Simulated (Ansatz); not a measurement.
Scan of [CH3···H···SiH3], doublet

Starting geometry:

```tsv
atom	x (Å)	y (Å)	z (Å)
C	-1.9178	0.0000	0.0000
H	-2.2810	1.0273	0.0000
H	-2.2810	-0.5137	0.8897
H	-2.2810	-0.5137	-0.8897
H	-0.8282	0.0000	0.0000
Si	0.9452	0.0000	0.0000
H	1.3952	-1.4163	0.0000
H	1.3952	0.7081	-1.2265
H	1.3952	0.7081	1.2265
```

From there H5 is moved from one fragment to the other while all else, the fragments' distance too, stays fixed; atoms are numbered as listed. Energies are in kcal/mol, counted from the starting geometry at the same level. Kohn–Sham curves are unrestricted where that lies lower.

Basis cc-pVDZ; Ansatz 0.2.0. Correlated methods freeze the noble-gas cores. R marks a restricted (for open shells ROHF) determinant, U an unrestricted one.

In so small a basis the reference is far from its limit while semilocal and hybrid functionals are nearer theirs (RPA and double hybrids share much of the reference's basis error), so the functionals' errors here hold much of the reference's basis and frozen-core error, which can add to them or hide them.

Full CI isn't at hand for all of this; UCCSDT(Q) serves as the reference, and is uncertain by about the last step of the cluster series.

```
distance C1-H5 (Å)  UCCSDT(Q)   PBE  r2SCAN  PBE0  B3LYP  wB97X-V  wB97M-V  B2PLYP  PBE-QIDH  RPA-PBE
             1.090        0.0   0.0     0.0   0.0    0.0      0.0      0.0     0.0       0.0      0.0
             1.137        0.6   0.0     0.3   0.4    0.4      0.5      0.6     0.5       0.7      0.4
             1.232        4.4   3.1     3.7   4.0    3.8      4.2      4.5     4.3       4.8      4.0
             1.328        9.6   8.5     9.0   9.5    8.8      9.5     10.0     9.5      10.3      9.4
             1.423       15.3  15.4    15.3  15.9   14.8     15.5     16.1    15.4      16.3     15.4
```
